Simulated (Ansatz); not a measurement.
`CCNCF` → 3 C• + F• + 8 H• + N•  (atomization)

Program: Ansatz. Geometries: PBE0-D4/def2-TZVP. ΔE: electronic, gas phase. CCSD(T)/CBS adds triple-zeta CCSD(T) − MP2 to the extrapolated MP2 energy (def2 sets, frozen cores). This one scheme is used for every species, atoms too. DFT in def2-TZVPP. B3LYP here is the variant with VWN-RPA as its local correlation; programs differ in this. No spin–orbit coupling; open shells (•) take unrestricted orbitals. Spin–orbit coupling would lower the free atoms: a little for C, F. One conformer a species, not always the lowest.

CCSD(T)/CBS gives +1181.8 kcal/mol.

Q: Another level gave +1163.6 kcal/mol. Which?
A. LC-ωPBE/def2-TZVPP
B. r2SCANh/def2-TZVPP
C. revPBE/def2-TZVPP
D. B3LYP-D4/def2-TZVPP

A: C. revPBE 1163.6, B3LYP-D4 1185.4, LC-ωPBE 1183.2, r2SCANh 1174.1 kcal/mol.

Largest T1 diagnostic among the species: 0.010.

From PBE to PBE0 (25 % exact exchange), in def2-TZVPP and without D4, ΔE moves by −21.5 kcal/mol: exact exchange takes away binding that semilocal exchange gives to molecules. At CCSD(T), def2-SVP lies −54.9 kcal/mol from the extrapolated value and def2-TZVPP −29.2 kcal/mol: correlation converges slowly with the basis, and small sets miss more of it in the bonded molecule than in its fragments. In def2-TZVPP, CCSD(T) changes the Hartree–Fock value by +296.5 kcal/mol (the triples alone add +15.9 kcal/mol) and MP2 by +311.3 kcal/mol; breaking electron pairs costs correlation energy, which Hartree–Fock lacks.

For atomizations the MP2-based limit and the directly extrapolated one differ by several kJ/mol either way, and by 10 to 25 for some Ge, Se and Sn compounds, so smaller differences from it don't rank the levels.
